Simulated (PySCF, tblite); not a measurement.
# C3H4F2: geometry, infrared bands, NMR shifts, spin-spin couplings, electronic excitations and core binding energies

Aim: predict the infrared bands, NMR shifts, spin-spin couplings, electronic excitations and core binding energies of C3H4F2 (`F/C=C/CF`).

The runs use tblite 0.8.0 and PySCF 2.14.0, with density-fitted response routines of our own; the level of theory stands in each step. All values are computed, except where a source is named. Atoms count from 0, in the outputs and in this text.

**1. The molecule as given**

9 atoms, charge 0, multiplicity 1; geometry from: GFN2-xTB.

Bonds of the start (Å): F0–C1 1.34, C1–C2 1.32, C2–C3 1.49, C3–F4 1.37, C1–H5 1.08, C2–H6 1.08, C3–H7 1.10, C3–H8 1.10.

**2. Vibrational analysis with GFN2-xTB**

Job settings and geometry (Å):

```
{"job": {"kind": "ir", "xc": "GFN2-xTB", "basis": "xTB"}, "charge": 0, "multiplicity": 1}
F      2.553295     0.133072    -0.150707
C      1.256330     0.454696    -0.051471
C      0.314691    -0.469045    -0.051509
C     -1.141717    -0.161394     0.056894
F     -1.374163     1.185130     0.159675
H      1.098764     1.520185     0.025315
H      0.563540    -1.516222    -0.131927
H     -1.682159    -0.511517    -0.831850
H     -1.575020    -0.628912     0.950401
```

**Question.** This job is followed by: PBE0-D3(BJ)/def2-SVP geometry optimisation, gas phase; GIAO PBE0/pcSseg-1 NMR shielding, non-relativistic, gas phase; B3LYP/pcJ-1 indirect spin-spin coupling, non-relativistic, gas phase; TDDFT CAM-B3LYP/def2-SVPD, vertical, gas phase, core orbitals frozen in the response; GIAO HF/pcSseg-2 NMR shielding, non-relativistic, gas phase; delta-SCF UKS SCAN, pcX-2 on the ionised atom, pcseg-1 elsewhere, spin-free X2C. Predict these results of the whole session: strongest single infrared mode (GFN2-xTB); zero-point energy (GFN2-xTB); point group; rotational constants (main isotopes); 13C shifts against TMS (PBE0/pcSseg-1); 1H shifts against TMS (PBE0/pcSseg-1, means over atoms taken as alike); 19F shifts against CFCl3 (PBE0/pcSseg-1); largest coupling of the table (B3LYP/pcJ-1); lowest singlet (CAM-B3LYP/def2-SVPD); brightest single state of those computed; lowest triplet; vertical ionisation energy (ΔSCF); C1s binding energies, SCAN/pcX-2; F1s binding energies, SCAN/pcX-2; range of the shift of F4.

**Answer**, as computed:

| quantity | value |
| --- | --- |
| strongest single infrared mode (GFN2-xTB) | 1130 cm⁻¹, 130 km/mol |
| zero-point energy (GFN2-xTB) | 39.4 kcal/mol |
| point group | Cs |
| rotational constants (main isotopes) | 16.20, 2.57, 2.25 GHz |
| 13C shifts against TMS (PBE0/pcSseg-1) | 158.3, 112.8, 80.7 ppm |
| 1H shifts against TMS (PBE0/pcSseg-1, means over atoms taken as alike) | 6.91, 5.30, 5.10 ppm |
| 19F shifts against CFCl3 (PBE0/pcSseg-1) | -122.3, -256.7 ppm |
| largest coupling of the table (B3LYP/pcJ-1) | 1J(F,C) F0–C1, -336.7 Hz |
| lowest singlet (CAM-B3LYP/def2-SVPD) | 7.24 eV (171 nm), f = 0.004 |
| brightest single state of those computed | state 2, 7.47 eV, f = 0.311 |
| lowest triplet | 4.37 eV |
| vertical ionisation energy (ΔSCF) | 10.06 eV |
| C1s binding energies, SCAN/pcX-2 | C3 293.74, C1 292.98, C2 290.99 eV |
| F1s binding energies, SCAN/pcX-2 | F0 693.26, F4 692.95 eV |
| range of the shift of F4 | -256.7 to -209.7 ppm |

All 21 modes are real, so the xTB geometry is a minimum. The strongest single mode, at 1130 cm⁻¹, is carried by C1, F0, H5. GFN2-xTB is a fitted tight-binding method: band positions and strengths are rough. Its intensities can rank the bands wrongly. The optimisation took 9 steps and gained 0.027 eV; among the close pairs (by a distance rule), C2–H6 changed most, from 1.079 to 1.094 Å. At PBE0/pcSseg-1: The largest span, 231 ppm, is at F0, where the paramagnetic term is -171 ppm. Couplings across rotatable bonds belong to this one conformer; where others are populated, the observed values are averages. Density functionals describe couplings to fluorine poorly, F–F couplings above all, so those rows are rough. The lowest singlet, at 7.24 eV, is HOMO→LUMO+1 0.91 and is weak; of the 10 states computed, the strongest absorption comes from states 2 to 3 together at 7.47 eV. The lowest triplet lies 2.87 eV below the lowest singlet (triplets in Tamm-Dancoff, singlets in full TDDFT). At CAM-B3LYP/def2-SVPD, the highest states lie near or above the ionisation energy, where they hang on the basis. The orbital energy would give 8.94 eV for ionisation, ΔSCF gives 10.06 eV. The F1s levels kept as sound span 0.31 eV, from F4 (fluorine on an sp3 carbon) up to F0 (vinylic fluorine). In ppm, F4 moves most: its shift spreads over 47.0 ppm, from -256.7 (PBE0/pcSseg-1) to -209.7 (HF/pcSseg-2).
